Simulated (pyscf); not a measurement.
PySCF, gas phase, ωB97X-D3(BJ)/def2-SVP geometries.

Question: Estimate the classical barrier height and the reaction energy of HO–SiH₂–O–In(OH)–OH + H₂ → HO–SiH₃ + HO–In(OH)–OH at ωB97M-D3(BJ)/def2-TZVP. The step runs on the singlet surface, breaks In–O, H–H, O–Si and forms H–O, In–O, H–Si; take the separated reactants as zero.

Answer: ΔE‡ = 36.1 kcal/mol, ΔE = +30.7 kcal/mol. Zero-point energy shifts the barrier by +2.6 kcal/mol. It is a multi-bond step, with an imaginary mode of 1530i cm⁻¹. On the reactant side the descent ends in an adduct with a In–O, In–Si contact (not fully relaxed), 0.9 kcal/mol under the separated species and 37.8 kcal/mol under the saddle at ωB97X-D3(BJ)/def2-TZVP. On the product side the descent ends in an adduct with a In–O, O–Si contact, 21.6 kcal/mol under the separated species and 23.5 kcal/mol under the saddle at ωB97X-D3(BJ)/def2-TZVP. What is counted as formed (In–O) is already present as a longer contact in the reactant adduct; forming that adduct is a step of its own. What is counted as broken (In–O, O–Si) persists as a longer contact in the product adduct; parting that adduct is a step of its own. At the saddle there is also a short H–Si contact that neither side keeps. HO–SiH₂–O–In(OH)–OH is closed by a dative In–O, In–Si contact. One saddle was located; it need not be the lowest between these sides. Elements past Kr carry the def2 core potentials, without spin-orbit coupling.
